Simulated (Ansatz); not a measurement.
# AlCl2(SiH3) (AlCl₂H₃Si): single points with varied inputs

Aim: run AlCl2(SiH3) (AlCl₂H₃Si) under a spread of inputs, and see what each costs and gives.

Computed with Ansatz 0.2.0, Gaussian basis. Level: the settings change from run to run.

### 1 The geometry

The structure was relaxed beforehand with PBE0-D4/def2-SVP.

7 atoms, charge 0, spin multiplicity 1.

Atoms are counted from 1 here; the program's logs count them from 0.

Bond lengths: Al1–Cl2 2.100 Å, Al1–Cl3 2.100 Å, Al1–Si4 2.430 Å, Si4–H5 1.495 Å, Si4–H6 1.495 Å, Si4–H7 1.497 Å. Angles: Cl2–Al1–Cl3 116.4°, Cl2–Al1–Si4 121.7°, Cl3–Al1–Si4 121.9°, Al1–Si4–H5 110.5°, Al1–Si4–H6 110.4°, Al1–Si4–H7 109.4°, H5–Si4–H6 109.4°, H5–Si4–H7 108.6°, H6–Si4–H7 108.5°.

### 2 r2SCAN0/pcseg-2

Contents of in.yaml:

```yaml
crystal:
  periodic: [false, false, false]
  atoms:
    - {symbol: Al, position_ang: [0.643319, 1.121248, 0.011059]}
    - {symbol: Cl, position_ang: [2.742393, 1.189186, 0.034709]}
    - {symbol: Cl, position_ang: [-0.349532, 2.971482, -0.033077]}
    - {symbol: Si, position_ang: [-0.567605, -0.985723, 0.006548]}
    - {symbol: H, position_ang: [-1.904818, -0.823077, 0.654542]}
    - {symbol: H, position_ang: [0.210421, -2.036006, 0.732026]}
    - {symbol: H, position_ang: [-0.774178, -1.437111, -1.405797]}
basis:
  gaussian: {orbitals: pcseg-2}
hamiltonian: {xc: {name: r2SCAN0}}
scf: {omitted_lower_state_checks: [starts]}
output: {forces: true}
```

On the command line:

```console
ansatz run in.yaml --threads 4 --pin off --events-out ev --progress --plain --max-ram 3916MiB
```

What it wrote, cut to the lines that bear on the results:

```text
Functional definition: r2SCAN0
  name "r2SCAN0"
  cite "Bursch, Neugebauer, Ehlert & Grimme, J. Chem. Phys. 156, 134105 (2022) doi:10.1063/5.0086040"
  cite "Furness, Kaplan, Ning, Perdew & Sun, J. Phys. Chem. Lett. 11, 8208 (2020) doi:10.1021/acs.jpclett.0c02405"
  cite "Furness, Kaplan, Ning, Perdew & Sun, J. Phys. Chem. Lett. 11, 9248 (2020) doi:10.1021/acs.jpclett.0c03077"
  parent r2scan
[...]
1271 factors; their error is unknown
[...]
mean field -39570.69270647 eV, -1454.1961349838 hartree, gradient 1.1e-5 eV, S^2 0.000000; 0 other end points of the search recorded, 0 dependent functions left out
[...]
reference -39570.69271981 eV, -1454.1961354741 hartree; 32, 32 occupied and 146, 146 virtual orbitals, 1271 factors
Total energy: -39570.69271981 eV, -1454.1961354741 hartree
Atom 0 at     0.643319     1.121248     0.011059 Å, force     0.185892     0.321596    -0.001355 eV/Å
Atom 1 at     2.742393     1.189186     0.034709 Å, force    -0.362499    -0.018259    -0.006017 eV/Å
Atom 2 at    -0.349532     2.971482    -0.033077 Å, force     0.165451    -0.323417     0.005633 eV/Å
Atom 3 at    -0.567605    -0.985723     0.006548 Å, force    -0.138515    -0.242851    -0.006600 eV/Å
Atom 4 at    -1.904818    -0.823077     0.654542 Å, force     0.256784    -0.031088    -0.121612 eV/Å
Atom 5 at     0.210421    -2.036006     0.732026 Å, force    -0.149933     0.201704    -0.136329 eV/Å
Atom 6 at    -0.774178    -1.437111    -1.405797 Å, force     0.042821     0.092315     0.266279 eV/Å
Dipole moment:    -0.187833    -0.324657     0.006383 e Å
Checks for a lower state left out: starts
```

Run time: 3.7 s. Hardware: 4 threads of Arm Neoverse V2, shared host.

Largest force 0.371 eV/Å, dipole 1.80 D.

### 3 B97M-V/6-31++G**

Set apart from the defaults: high accuracy.

Edit in.yaml of step 2 so:

```diff
@@ -11,5 +11,5 @@
 basis:
-  gaussian: {orbitals: pcseg-2}
-hamiltonian: {xc: {name: r2SCAN0}}
-scf: {omitted_lower_state_checks: [starts]}
+  gaussian: {orbitals: "6-31++G**"}
+hamiltonian: {xc: {name: B97M-V}}
+accuracy: high
 output: {forces: true}
```

Launched as before.

What it wrote, cut to the lines that bear on the results:

```text
Functional definition: B97M-V
  name "B97M-V"
  cite "Mardirossian & Head-Gordon, J. Chem. Phys. 142, 074111 (2015) doi:10.1063/1.4907719"
  cite "Becke, J. Chem. Phys. 107, 8554 (1997) doi:10.1063/1.475007"
  cite "Vydrov & Van Voorhis, J. Chem. Phys. 133, 244103 (2010) doi:10.1063/1.3521275"
  # Of w^i u^j: cxij and so on, Table III.
[...]
  gx(w, u) = cx00 + cx01*u + cx02*u^2 + (cx10 + cx11*u)*w
  gss(w, u) = css00 + css02*u^2 + css10*w + (css32*w^3 + css42*w^4)*u^2
  gos(w, u) = cos00 + cos01*u + cos03*u^3 + cos10*w + cos32*w^3*u^2
[...]
      + integral(e_c_pw_mod_opposite_spin*gos(b97_w_opposite, b97_u_opposite)) + vv10(b, c)
2156 factors; integrals over basis functions are off by at most 7.6e-9 eV
[...]
mean field -39560.95527634 eV, -1453.8382910267 hartree, gradient 8.6e-9 eV, S^2 0.000000; 0 other end points of the search recorded, 0 dependent functions left out
[...]
reference -39560.95528642 eV, -1453.8382913975 hartree; 32, 32 occupied and 78, 78 virtual orbitals, 2156 factors
Total energy: -39560.95528642 eV, -1453.8382913975 hartree
Atom 0 at     0.643319     1.121248     0.011059 Å, force     0.009585     0.015748     0.004125 eV/Å
Atom 1 at     2.742393     1.189186     0.034709 Å, force    -0.065166    -0.010894    -0.003712 eV/Å
Atom 2 at    -0.349532     2.971482    -0.033077 Å, force     0.022859    -0.062398    -0.001700 eV/Å
Atom 3 at    -0.567605    -0.985723     0.006548 Å, force    -0.006596    -0.011619     0.006067 eV/Å
Atom 4 at    -1.904818    -0.823077     0.654542 Å, force     0.111539    -0.033814    -0.059704 eV/Å
Atom 5 at     0.210421    -2.036006     0.732026 Å, force    -0.082489     0.076902    -0.066624 eV/Å
Atom 6 at    -0.774178    -1.437111    -1.405797 Å, force     0.010268     0.026076     0.121549 eV/Å
Dipole moment:    -0.183720    -0.317574     0.005620 e Å
```

Run time: 29 s. Hardware: 4 threads of Arm Neoverse V2, shared host; peak memory 0.61 GiB.

Largest force 0.131 eV/Å, dipole 1.76 D.

### 4 revPBE/6-31++G**

Options: unrestricted orbitals, atoms shaken by 0.15 Å, D4 dispersion.

Contents of in.yaml:

```yaml
crystal:
  periodic: [false, false, false]
  atoms:
    - {symbol: Al, position_ang: [0.753997, 1.310996, 0.180423]}
    - {symbol: Cl, position_ang: [2.730962, 1.173204, 0.114834]}
    - {symbol: Cl, position_ang: [-0.411945, 2.789067, -0.358517]}
    - {symbol: Si, position_ang: [-0.242378, -0.902934, -0.287631]}
    - {symbol: H, position_ang: [-1.766282, -0.756993, 0.593850]}
    - {symbol: H, position_ang: [0.263842, -1.995889, 0.811660]}
    - {symbol: H, position_ang: [-0.459486, -1.651523, -1.370352]}
basis:
  gaussian: {orbitals: "6-31++G**"}
magnetization: {spin_polarized: true, initial_magnetization: 0}
hamiltonian: {xc: {name: revPBE}, dispersion: d4}
scf: {omitted_lower_state_checks: [starts]}
output: {forces: true}
```

Same command.

What it wrote, cut to the lines that bear on the results:

```text
Functional definition: revPBE
  name "revPBE"
  cite "Zhang & Yang, Phys. Rev. Lett. 80, 890 (1998) doi:10.1103/PhysRevLett.80.890"
  cite "Perdew, Burke & Ernzerhof, Phys. Rev. Lett. 77, 3865 (1996) doi:10.1103/PhysRevLett.77.3865"
[...]
1128 factors; their error is unknown
[...]
mean field -39561.16959308 eV, -1453.8461670218 hartree, gradient 2.5e-5 eV, S^2 0.000000; 0 other end points of the search recorded, 0 dependent functions left out
[...]
reference -39561.16969725 eV, -1453.8461708502 hartree; 32, 32 occupied and 78, 78 virtual orbitals, 1128 factors
Total energy: -39561.64807235 eV, -1453.8637508107 hartree
Atom 0 at     0.753997     1.310996     0.180423 Å, force    -0.852667    -3.292707    -0.300453 eV/Å
Atom 1 at     2.730962     1.173204     0.114834 Å, force     2.893192     0.294072     0.252867 eV/Å
Atom 2 at    -0.411945     2.789067    -0.358517 Å, force    -1.819401     2.888721    -0.578393 eV/Å
Atom 3 at    -0.242378    -0.902934    -0.287631 Å, force    -1.051345     1.058737     6.562785 eV/Å
Atom 4 at    -1.766282    -0.756993     0.593850 Å, force     1.426332    -0.049633    -1.302528 eV/Å
Atom 5 at     0.263842    -1.995889     0.811660 Å, force     0.001547     0.941389    -1.024805 eV/Å
Atom 6 at    -0.459486    -1.651523    -1.370352 Å, force    -0.597659    -1.840578    -3.609472 eV/Å
Dipole moment:     0.114256     0.207461     0.037408 e Å
Checks for a lower state left out: starts
```

Run time: 2.1 s. Hardware: 4 threads of Arm Neoverse V2, shared host.

Largest force 6.730 eV/Å, dipole 1.15 D, ⟨S²⟩ 0.000.

### 5 r2SCAN/6-31++G**

Set apart from the defaults: charge +1, multiplicity 2, coordinates scaled by 0.92, D4 dispersion, the search for lower states set to off.

Contents of in.yaml:

```yaml
crystal:
  periodic: [false, false, false]
  atoms:
    - {symbol: Al, position_ang: [0.591853, 1.031548, 0.010174]}
    - {symbol: Cl, position_ang: [2.523002, 1.094051, 0.031932]}
    - {symbol: Cl, position_ang: [-0.321570, 2.733763, -0.030431]}
    - {symbol: Si, position_ang: [-0.522197, -0.906865, 0.006024]}
    - {symbol: H, position_ang: [-1.752433, -0.757231, 0.602179]}
    - {symbol: H, position_ang: [0.193587, -1.873125, 0.673464]}
    - {symbol: H, position_ang: [-0.712244, -1.322142, -1.293333]}
basis:
  gaussian: {orbitals: "6-31++G**"}
total_charge: 1
magnetization: {spin_polarized: true, initial_magnetization: 1}
hamiltonian: {xc: {name: r2SCAN}, dispersion: d4}
scf: {lower_state_search: off}
```

The command is unchanged.

What it wrote, cut to the lines that bear on the results:

```text
Functional definition: r2SCAN
  name "r2SCAN"
  cite "Furness, Kaplan, Ning, Perdew & Sun, J. Phys. Chem. Lett. 11, 8208 (2020) doi:10.1021/acs.jpclett.0c02405"
  cite "Furness, Kaplan, Ning, Perdew & Sun, J. Phys. Chem. Lett. 11, 9248 (2020) doi:10.1021/acs.jpclett.0c03077"
  parent r2scan
[...]
1128 factors; their error is unknown
[...]
mean field -39556.34551002 eV, -1453.6688852391 hartree, gradient 3.9e-6 eV, S^2 0.754155; 0 other end points of the search recorded, 0 dependent functions left out
reference -39556.34554544 eV, -1453.6688865410 hartree; 32, 31 occupied and 78, 79 virtual orbitals, 1128 factors
Total energy: -39556.38566383 eV, -1453.6703608647 hartree
Checks for a lower state left out: stability, starts, cluster_reference, orbital_swaps, neighbouring_geometries, increment
```

Run time: 2.6 s. Hardware: 4 threads of Arm Neoverse V2, shared host.

⟨S²⟩ 0.754.

### 6 All runs side by side

```
           level  charge  multiplicity  geometry  functions  energy (eV)   time
 r2SCAN0/pcseg-2       0             1   relaxed        178   -39570.693  3.7 s
B97M-V/6-31++G**       0             1   relaxed        110   -39560.955   29 s
revPBE/6-31++G**       0             1    shaken        110   -39561.648  2.1 s
r2SCAN/6-31++G**       1             2    scaled        110   -39556.386  2.6 s
```

### 7 Outcome

| quantity | value |
| --- | --- |
| runs | 4 |
| quickest | revPBE/6-31++G**, 2.1 s |
| slowest | B97M-V/6-31++G**, 29 s |
| spread of total energies, same state and geometry | 9.7 eV |
| dipole, same state and geometry | 1.76 to 1.80 D |

**Reading.** B97M-V/6-31++G** took 14 times as long as revPBE/6-31++G**. The jobs differ in tasks and options as well as level. The totals spread over 10 eV; they can't be compared across methods or bases. At the PBE0-D4/def2-SVP geometry and in the same state, the sound runs without point charges leave forces up to 0.37 eV/Å (r2SCAN0/pcseg-2), against 6.7 eV/Å where the atoms were moved.
